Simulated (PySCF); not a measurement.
## How exact exchange moves a shielding

Molecule: SMILES C=CP(C)C, C4H9P.

Geometry (Å), atoms numbered from 1 in this order:
```xyz
14

C     2.117   -0.564   -0.076
C     0.994   -0.934    0.549
P    -0.438    0.106    0.971
C    -0.210    1.537   -0.170
C    -1.761   -0.828    0.072
H     2.949   -1.262   -0.207
H     2.261    0.444   -0.474
H     0.924   -1.959    0.938
H     0.620    2.168    0.183
H    -1.123    2.151   -0.148
H    -0.010    1.225   -1.208
H    -1.530   -0.967   -0.996
H    -1.890   -1.816    0.539
H    -2.714   -0.287    0.170
```

GIAO shieldings (ppm, equivalent atoms averaged) in PySCF on the PBE0-D3(BJ)/def2-SVP geometry, basis pcSseg-1, gas phase, non-relativistic:

| functional | exact exchange (%) | σ(P3) |
| --- | --- | --- |
| BLYP | 0 | 329.7 |
| BP86 | 0 | 349.5 |
| PBE | 0 | 352.8 |
| B3LYP | 20 | 349.6 |
| PBE0 | 25 | 376.2 |
| HF | 100 | 420.8 |

Task: Fit each shielding as a line in the percentage of exact exchange.

Result: σ(P3) = 344.4 + 0.77 x (rms 9.8 ppm). The functionals also differ in their semilocal parts, which the line can't hold; Hartree–Fock has no correlation at all.

Task: What does the line predict for mPW1PW91 (25 %), and what does the run give?

Result: σ(P3): 363.6 predicted, 372.7 computed ppm.
